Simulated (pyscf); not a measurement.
**Concerted two-bond exchange: `[O]=[W](=[O])([OH])[OH]` + `[H][H]` -> `[O]=[W](=[O])([OH])[OH]` + `[H][H]`**

Gas phase, singlet surface, charge 0. Bonds broken: O1–H8, H6–H9. Bonds formed: O4–H6, H8–H9. Structures and frequencies: ωB97X-D3(BJ)/def2-SVP in PySCF.

Transition state (Å):

```xyz
9

O     -0.1850     1.0500     0.8017
W     -0.5969    -0.4130    -0.1340
O     -1.5898    -1.4484     0.7799
O     -1.5540     0.4548    -1.3651
O      0.9075    -1.3028    -0.8419
H     -1.4778     1.6519    -1.0179
H      1.1854    -2.2210    -0.7480
H     -0.7319     1.9765     0.1690
H     -1.2638     2.4923    -0.5102
```

One imaginary mode, 1934i cm⁻¹; descent along it reached the two sides named.

| bond | change | reactant side (Å) | saddle | product side |
|---|---|---|---|---|
| O1–H8 | breaks | 0.966 | 1.248 | 2.6 |
| H6–H9 | breaks | 0.762 | 1.005 | 2.197 |
| O4–H6 | forms | 2.7 | 1.249 | 0.966 |
| H8–H9 | forms | 2.210 | 1.005 | 0.762 |

Electronic energies relative to the separated reactants (kJ/mol):

```csv
level,barrier,reaction energy,reverse barrier
ωB97X-D3(BJ)/def2-TZVP,132.1,0.0,132.1
PBE/def2-TZVP,93.0,0.0,93.0
r²SCAN/def2-TZVP,103.9,0.0,103.9
B3LYP-D3(BJ)/def2-TZVP,119.3,0.0,119.3
PBE0-D3(BJ)/def2-TZVP,109.7,0.0,109.7
M06-2X/def2-TZVP,140.6,0.0,140.6
ωB97M-D3(BJ)/def2-TZVP,134.1,0.0,134.1
HF/def2-TZVP,222.1,0.0,222.1
```

With ωB97M-D3(BJ)/def2-TZVP energies and thermal terms (ideal gas, 1 atm, RRHO with modes under 100 cm⁻¹ raised to 100, one conformer, R ln 2 for chiral ones without a mode under 150 cm⁻¹), in kJ/mol:

```tsv
T (K)	ΔH‡	ΔG‡	ΔH	ΔG
298	132.3	174.3	0.0	0.0
600	125.7	219.8	0.0	0.0
900	124.2	267.4	0.0	0.0
1200	125.3	315.0	0.0	0.0
```

This is the saddle that the search found; another between the same sides may lie lower. Elements past Kr carry the def2 core potentials, without spin-orbit coupling.
